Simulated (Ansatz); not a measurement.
A nudged elastic band was laid between two geometries of CH$_{4}$AlCl (7 atoms, charge 0, multiplicity 1).

These are results of Ansatz, RKS B3LYP/def2-SVP, not measurements.

```
movable images  : 7
climbing image  : yes
spring          : 5.0 eV/Å²
optimiser       : quadratic models (default)
start path      : through a guess of the saddle point
force threshold : 0.05 eV/Å
iteration limit : 60
end points      : relaxed
```

Initial state:

```xyz
7
Properties=species:S:1:pos:R:3
Al 0.603 0.055 -0.025
C 1.064 -0.036 1.867
H 0.187 -0.189 2.514
H 1.776 -0.859 2.054
H 1.571 0.891 2.189
H 1.658 0.264 -1.181
Cl -1.420 -0.126 -0.638
```

Final state:

```xyz
7
Properties=species:S:1:pos:R:3
Al -1.409 1.027 -1.878
C 1.753 -0.122 1.801
H 0.765 -0.304 1.354
H 1.942 -0.865 2.590
H 1.781 0.887 2.238
H 2.531 -0.206 1.028
Cl -1.923 -0.418 -0.352
```

Task: What changes between the two ends?

Result: Bonds broken: Al1–C2, Al1–H6. Bonds formed: C2–H6. CH4AlCl becomes AlCl + CH4.

Task: What energy profile does the band end with?

Result: The run converged. The highest image is number 3 of 0 to 8, 334.6 kJ/mol above the first end and 294.3 kJ/mol above the last; the last end lies 40.4 kJ/mol above the first. Neighbouring images differ by up to 2.7 eV, so the band resolves the path poorly. A vibrational analysis at the climbing image gives one clearly imaginary mode, 1400i cm⁻¹: a first-order saddle point. The orbitals stay closed-shell, which can raise the energy where a bond breaks towards radicals; this wasn't checked here.

```csv
image,path coordinate (Å),energy (kJ/mol),Al1–C2 (Å),Al1–H6 (Å),C2–H6 (Å)
0,0.00,0.0,1.95,1.58,3.12
1,0.91,0.2,1.95,1.58,3.14
2,1.82,74.4,1.91,1.54,2.58
3,2.74,334.6,2.22,1.57,1.75
4,3.54,86.4,2.76,2.05,1.14
5,4.35,44.7,3.61,2.92,1.10
6,5.15,42.1,4.07,3.56,1.10
7,5.96,40.9,4.36,4.15,1.10
8,6.77,40.4,4.99,5.05,1.10
```

Task: What is the geometry of the highest image?

Result: 
```xyz
7
Properties=species:S:1:pos:R:3
Al 0.485 -0.043 -0.521
C 1.143 -0.046 1.602
H 0.410 -0.745 2.047
H 2.145 -0.278 1.994
H 0.897 1.002 1.856
H 1.909 -0.367 0.058
Cl -1.549 0.477 -0.254
```

The run took 100 s on 1 thread of Intel(R) Xeon(R) 6975P-C (Granite Rapids), with other jobs on the host, peak memory 0.15 GiB.
